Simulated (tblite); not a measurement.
Species: C5H10N (doublet state).
Atom-mapped SMILES: `[CH3:1][N:2]1[CH2:3][CH:4][CH2:5][CH2:6]1` (hydrogens: H7, H8, H9 on C1; H10, H11 on C3; H12 on C4; H13, H14 on C5; H15, H16 on C6)

Computed with GFN2-xTB (tblite), gas phase: L-BFGS steps from a force-field or distance-geometry start until the largest atomic force falls under 0.01 eV/Å.

Step 2: E = -507.4968 eV
```
atom  x, y, z in Å  |  force x, y, z in eV/Å
C1      1.8962    0.5536   -0.2894    0.041  -0.028   0.165
N2      0.5059    0.2427   -0.5240   -0.088   0.010   0.133
C3     -0.4252    1.1365    0.1650    0.025  -0.014   0.058
C4     -1.6645    0.3487    0.3033   -0.010  -0.002   0.023
C5     -1.4032   -1.0606   -0.0454    0.042  -0.047   0.003
C6      0.1265   -1.1008   -0.0957   -0.017  -0.011  -0.011
H7      2.1557    0.4872    0.7820    0.047  -0.012   0.013
H8      2.1278    1.5640   -0.6249   -0.154   0.006  -0.061
H9      2.5393   -0.1378   -0.8354   -0.143  -0.035  -0.025
H10    -0.0501    1.4267    1.1786    0.049   0.052  -0.208
H11    -0.5849    2.0590   -0.4081    0.167   0.008   0.027
H12    -2.6134    0.7409    0.6022   -0.027   0.066  -0.002
H13    -1.8080   -1.7660    0.6879   -0.062  -0.029  -0.140
H14    -1.8239   -1.2965   -1.0345   -0.011  -0.115   0.099
H15     0.4955   -1.8623   -0.7867    0.103   0.143  -0.031
H16     0.5185   -1.3264    0.9137    0.037   0.008  -0.041
```

Step 3: E = -507.5026 eV
```
atom  x, y, z in Å  |  force x, y, z in eV/Å
C1      1.8963    0.5535   -0.2866    0.007  -0.028   0.133
N2      0.5067    0.2418   -0.5175   -0.116   0.048  -0.009
C3     -0.4280    1.1339    0.1639    0.116   0.089   0.105
C4     -1.6659    0.3474    0.3043    0.025   0.047   0.013
C5     -1.4034   -1.0591   -0.0446    0.070  -0.125  -0.026
C6      0.1270   -1.0994   -0.0960   -0.043  -0.070   0.017
H7      2.1568    0.4866    0.7829    0.072  -0.003   0.047
H8      2.1229    1.5631   -0.6264   -0.130   0.018  -0.047
H9      2.5347   -0.1387   -0.8359   -0.116  -0.040  -0.024
H10    -0.0473    1.4289    1.1739    0.017   0.042  -0.157
H11    -0.5794    2.0597   -0.4069    0.127  -0.012   0.000
H12    -2.6124    0.7423    0.6017   -0.079   0.074   0.011
H13    -1.8099   -1.7668    0.6832   -0.059  -0.051  -0.074
H14    -1.8241   -1.3002   -1.0309   -0.021  -0.093   0.036
H15     0.4990   -1.8583   -0.7879    0.086   0.126  -0.041
H16     0.5194   -1.3257    0.9114    0.044  -0.024   0.014
```

Problem. Estimate the geometry and energy of step 4. (The exact step hangs on the optimiser's Hessian estimate; all steps are aligned on step 3, rigid shifts and turns removed.)

Solution. E = -507.5088 eV, largest force 0.207 eV/Å
```
atom  x, y, z in Å  |  force x, y, z in eV/Å
C1      1.8957    0.5531   -0.2816   -0.042  -0.017   0.045
N2      0.5063    0.2417   -0.5101   -0.090   0.044  -0.127
C3     -0.4294    1.1326    0.1642    0.131   0.132   0.090
C4     -1.6672    0.3467    0.3059    0.052   0.065   0.000
C5     -1.4026   -1.0595   -0.0442    0.040  -0.120  -0.030
C6      0.1268   -1.0990   -0.0958   -0.030  -0.077   0.040
H7      2.1598    0.4858    0.7856    0.087   0.009   0.071
H8      2.1145    1.5622   -0.6289   -0.090   0.011  -0.012
H9      2.5269   -0.1406   -0.8370   -0.081  -0.034  -0.009
H10    -0.0435    1.4327    1.1660    0.010   0.049  -0.012
H11    -0.5703    2.0601   -0.4055    0.066  -0.009  -0.044
H12    -2.6127    0.7454    0.6011   -0.088   0.057   0.009
H13    -1.8135   -1.7691    0.6764   -0.049  -0.075   0.016
H14    -1.8247   -1.3066   -1.0263   -0.026  -0.059  -0.049
H15     0.5050   -1.8510   -0.7903    0.067   0.083  -0.057
H16     0.5214   -1.3255    0.9091    0.043  -0.059   0.068
```

The energy changes by -0.0062 eV. The first-order estimate −F·Δx gives -0.0090 eV and the mean of the old and new forces, exact on a quadratic surface, -0.0062 eV. The step makes an angle of 45° with the force vector and moves no atom by more than 0.010 Å.

The cost below is that of the whole relaxation. Hardware: an Arm Neoverse V2 with one thread, shared host with 96 logical CPUs at a one-minute load of 34. Cost: 0.12 s of wall time.
